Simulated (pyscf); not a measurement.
## Substitution at C: methane (CH₄) + amino radical (NH₂•) → methylamine (H₃C–NH₂) + H atom (H•)

Gas phase, doublet surface, charge 0. Bonds broken: C1–H2. Bonds formed: C1–N6. PySCF, gas phase, ωB97X-D3(BJ)/def2-SVP geometries. Correlated levels are frozen-core, on RHF or UHF. ΔMP2 is the change of the MP2 total energy from the triple- to the quadruple-zeta basis.

Transition state (Å):

```xyz
8

C     -0.9880    -0.1120     0.0463
H     -1.4979    -0.8589     1.1398
H     -0.5072    -1.0738    -0.1806
H     -2.0338     0.0512    -0.2349
H     -0.5475     0.5504     0.7991
N     -0.3234     0.7730    -1.3365
H      0.6853     0.5973    -1.2439
H     -0.5858     0.1711    -2.1276
```

One imaginary mode, 1610i cm⁻¹; descent along it reached the two sides named.

| bond | change | reactant side (Å) | saddle | product side |
|---|---|---|---|---|
| C1–H2 | breaks | 1.099 | 1.419 | 3.8 |
| C1–N6 | forms | 3.2 | 1.771 | 1.456 |

Electronic energies relative to the separated reactants (kcal/mol):

```csv
level,barrier,reaction energy,reverse barrier
ωB97X-D3(BJ)/def2-TZVP,54.6,+19.7,34.9
PBE/def2-TZVP,42.5,+17.4,25.1
r²SCAN/def2-TZVP,48.0,+23.2,24.8
B3LYP-D3(BJ)/def2-TZVP,50.9,+23.1,27.8
PBE0-D3(BJ)/def2-TZVP,49.0,+18.5,30.5
M06-2X/def2-TZVP,52.0,+17.9,34.1
ωB97M-D3(BJ)/def2-TZVP,53.6,+20.1,33.5
HF/def2-TZVP,77.9,+28.5,49.4
MP2/def2-QZVPP,54.7,+14.4,40.3
CCSD/def2-TZVPP,58.6,+23.7,34.9
CCSD(T)/def2-TZVPP,54.8,+21.9,32.9
CCSD(T)/def2-TZVPP + ΔMP2(QZVPP),53.9,+21.2,32.7
```

With CCSD(T)/def2-TZVPP + ΔMP2(QZVPP) energies and thermal terms (ideal gas, 1 atm, RRHO with modes under 100 cm⁻¹ raised to 100, one conformer, R ln 2 for rigid chiral ones), in kcal/mol:

```json
[
 {"T (K)": "298", "ΔH‡": "52.9", "ΔG‡": "61.7", "ΔH": "+20.9", "ΔG": "+22.8"},
 {"T (K)": "600", "ΔH‡": "53.0", "ΔG‡": "70.7", "ΔH": "+21.4", "ΔG": "+24.6"},
 {"T (K)": "900", "ΔH‡": "53.8", "ΔG‡": "79.4", "ΔH": "+22.4", "ΔG": "+26.0"},
 {"T (K)": "1200", "ΔH‡": "54.6", "ΔG‡": "87.8", "ΔH": "+23.4", "ΔG": "+27.1"}
]
```

The same reactants have a lower exit, to CH₃• + NH₃ (barrier +13.2 kcal/mol at ωB97M-D3(BJ), against +53.6 kcal/mol here). This is the saddle that the search found; another between the same sides may lie lower. The angle at the attacked C is 178°. The CCSD(T) − MP2 part came from Ansatz, without density fitting, on the same reference. A UHF reference is spin-contaminated (<S²> up to 0.86), which harms MP2 most.
